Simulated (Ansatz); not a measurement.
A run of Ansatz (development build ahead of 0.2.0) on triplet Si3 at this shape:

```yaml
atoms:
  - { symbol: Si, position_ang: [1.3200, 0.0000, 0.0000] }
  - { symbol: Si, position_ang: [-0.6600, 1.1432, 0.0000] }
  - { symbol: Si, position_ang: [-0.6600, -1.1432, 0.0000] }
```

Its results:

- Converged: yes
- Total energy: -866.67270 hartree
- Spin squared of the determinant: 2.000
- Stability test: minimum among restricted orbitals

Question: Which input gives this output? Name the method, the orbitals and the basis set, and write the input.

Answer: ROHF in pcseg-2.

```yaml
crystal:
  periodic: [false, false, false]
  atoms:
    - { symbol: Si, position_ang: [1.32, 0.0, 0.0] }
    - { symbol: Si, position_ang: [-0.66, 1.1432, 0.0] }
    - { symbol: Si, position_ang: [-0.66, -1.1432, 0.0] }
basis:
  gaussian: { orbitals: pcseg-2 }
magnetization:
  initial_magnetization: 2
hamiltonian:
  xc: hf
```

Caution: other spin multiplicities may lie lower.
